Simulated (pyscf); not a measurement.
Single points on ωB97X-D3(BJ)/def2-SVP structures (PySCF, gas phase).

Task: For Cl–Ta(Cl)(Cl)(Cl)–Cl + ammonia (NH₃) → H₂N–Ta(Cl)(Cl)(Cl)–Cl + hydrogen chloride (HCl), a four-centre exchange (singlet surface; Cl–Ta, H–N broken, N–Ta, Cl–H formed), PBE/def2-TZVP gives ΔE‡ = 9.1 kcal/mol and ΔE = +7.3 kcal/mol (zero: the separated reactants). In which direction and how far do B3LYP-D3(BJ)/def2-TZVP, M06-2X/def2-TZVP, ωB97M-D3(BJ)/def2-TZVP move these?

Result: B3LYP-D3(BJ): ΔE‡ = 7.7 kcal/mol, ΔE = +6.2 kcal/mol; M06-2X: ΔE‡ = 6.2 kcal/mol, ΔE = +3.3 kcal/mol; ωB97M-D3(BJ): ΔE‡ = 7.4 kcal/mol, ΔE = +4.1 kcal/mol. PBE's barrier lies over all of them, by 1.4 to 2.9 kcal/mol. Its reaction energy lies over all of them, by 1.1 to 4.0 kcal/mol. On the reactant side the descent ends in an adduct with a N–Ta contact, 34.0 kcal/mol under the separated species and 40.3 kcal/mol under the saddle at ωB97X-D3(BJ)/def2-TZVP. On the product side the descent ends in an adduct with a Cl–Ta contact, 2.8 kcal/mol under the separated species and 2.1 kcal/mol under the saddle at ωB97X-D3(BJ)/def2-TZVP. What is counted as formed (N–Ta) is already present as a longer contact in the reactant adduct; forming that adduct is a step of its own. What is counted as broken (Cl–Ta) persists as a longer contact in the product adduct; parting that adduct is a step of its own. One saddle was located; it need not be the lowest between these sides. Elements past Kr carry the def2 core potentials, without spin-orbit coupling.
